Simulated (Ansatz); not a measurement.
## Where CCSD(T) holds and where it slips

Each species is computed at the geometry given (Å), with frozen cores, in Ansatz 0.2.0: RHF-CCSD(T) for singlets, UHF-CCSD(T) otherwise, and full CI in the same basis. The program picks the determinant by trial CCSD, so it needn't be the lowest Hartree–Fock solution. States: CP Σ⁺ or Δ, HCBe A'', HfH2 A1. Cases whose determinant has another symmetry than full CI's state, or whose (Q) step broke down, weren't drawn. No spin–orbit coupling is included; scalar relativity enters only through core potentials past Kr.

Question: Judging by size, spin and bonding and the diagnostics given, rank them by the size of CCSD(T)'s error in total energy against full CI in the same basis, smallest first (an estimate).
A. HCBe, doublet, 6-31G: C -0.503 0.000 0.437; Be 0.641 0.000 -0.717; H 0.259 0.000 1.205. T1 0.056, (T) -69 meV in a correlation energy of -2.29 eV
B. CP, doublet, 6-31G: C 0.000 0.000 0.000; P 0.000 0.000 1.739. T1 0.121, (T) -153 meV in a correlation energy of -3.48 eV
C. HfH2, singlet, def2-SVP: Hf -0.018 0.000 0.000; H 1.573 0.000 -1.061; H 1.573 0.000 1.061. T1 0.027, (T) -107 meV in a correlation energy of -3.18 eV

Answer: C (35.7 meV), A (88.4 meV), B (150.4 meV).

```tsv
species	basis	correlated electrons	CCSD(T) − full CI (meV)	CCSDT(Q) − full CI (meV)	unpaired electrons (full CI)	T1	⟨S²⟩ of the determinant
HfH2, singlet	def2-SVP	6	35.7	-0.4	0.24	0.027	0.00
HCBe, doublet	6-31G	7	88.4	-1.0	1.90	0.056	1.71
CP, doublet	6-31G	9	150.4*	30.3	1.42	0.121	2.10
```

Unpaired electrons are Σ n²(2−n)² over natural occupations; an open shell counts its own unpaired electrons too. Frozen cores follow each run's orbitals, which moves totals by a few meV. No single determinant describes HCBe, doublet well, by full CI's occupations. An asterisk marks runs whose energy the program itself flagged as in doubt.
